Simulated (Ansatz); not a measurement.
Relaxation of BH₅OS (8 atoms, charge 0, multiplicity 1), to a largest force component of 0.03 eV/Å in at most 50 steps.

These are results of RKS PBE0/def2-mTZVP (Ansatz), not measurements.

```xyz
8
Properties=species:S:1:pos:R:3
B -0.020 -0.236 0.153
O -0.267 -0.638 1.453
H -1.206 -0.779 1.617
H 1.126 -0.093 -0.147
H -0.921 -0.123 -0.626
S -0.076 2.641 1.283
H 1.269 2.771 1.253
H -0.013 1.486 2.035
```

Question: Where does it end, and by what steps?

Answer: It converged. After 18 steps the energy has fallen by 0.082 eV; H8 moved furthest, 0.79 Å.

| step | energy less start (eV) | largest force component (eV/Å) | accepted |
| --- | --- | --- | --- |
| 0 | 0.0000 | 0.813 | yes |
| 1 | -0.0499 | 0.549 | yes |
| 2 | 0.0685 | 1.864 | no |
| 3 | -0.0643 | 0.090 | yes |
| 4 | -0.0676 | 0.072 | yes |
| 5 | -0.0702 | 0.121 | yes |
| 6 | -0.0722 | 0.138 | yes |
| 7 | -0.0746 | 0.252 | yes |
| 8 | -0.0771 | 0.147 | yes |
| 9 | -0.0748 | 0.258 | no |
| 10 | -0.0784 | 0.070 | yes |
| 11 | -0.0795 | 0.071 | yes |
| 12 | -0.0799 | 0.071 | yes |
| 13 | -0.0806 | 0.099 | yes |
| 14 | -0.0811 | 0.083 | yes |
| 15 | -0.0814 | 0.106 | yes |
| 16 | -0.0789 | 0.229 | no |
| 17 | -0.0815 | 0.105 | yes |
| 18 | -0.0822 | 0.029 | yes |

```xyz
8
Properties=species:S:1:pos:R:3
B -0.019 -0.271 0.227
O -0.436 -0.946 1.327
H -1.388 -1.089 1.338
H 1.159 -0.098 0.123
H -0.790 0.028 -0.641
S -0.130 2.566 1.364
H 1.077 2.849 0.827
H 0.419 1.990 2.456
```

Whether the end is a true minimum wasn't checked by a vibrational analysis.

The run took 25 s on 2 threads of Arm Neoverse V2 (shared host), peak memory 0.14 GiB.
